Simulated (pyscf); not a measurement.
Optimised with ωB97X-D3(BJ)/def2-SVP in PySCF.

Task: For H₂N–NH–GeH: (SMILES N[NH][GeH]) [singlet] + H₂ (SMILES [H][H]) -> H₂N–NH₂ (SMILES NN) + GeH₂ (SMILES [GeH2]) [singlet], a four-centre exchange (singlet surface; Ge–N, H–H broken, H–N, Ge–H formed), PBE/def2-TZVP gives ΔE‡ = 22.3 kcal/mol and ΔE = +18.9 kcal/mol (zero: the separated reactants). In which direction and how far do B3LYP-D3(BJ)/def2-TZVP, PBE0-D3(BJ)/def2-TZVP, ωB97M-D3(BJ)/def2-TZVP move these?

Result: B3LYP-D3(BJ): ΔE‡ = 26.5 kcal/mol, ΔE = +18.0 kcal/mol; PBE0-D3(BJ): ΔE‡ = 22.6 kcal/mol, ΔE = +16.8 kcal/mol; ωB97M-D3(BJ): ΔE‡ = 26.3 kcal/mol, ΔE = +15.6 kcal/mol. PBE's barrier lies under all of them, by 0.3 to 4.2 kcal/mol. Its reaction energy lies over all of them, by 0.9 to 3.3 kcal/mol. On the product side the descent ends in an adduct with a Ge–N contact, 29.3 kcal/mol under the separated species and 38.2 kcal/mol under the saddle at ωB97X-D3(BJ)/def2-TZVP. What is counted as broken (Ge–N) persists as a longer contact in the product adduct; parting that adduct is a step of its own. At the saddle there is also a short Ge–H contact that neither side keeps. One saddle was located; it need not be the lowest between these sides. Elements up to Kr have no core potential and no relativistic terms here.
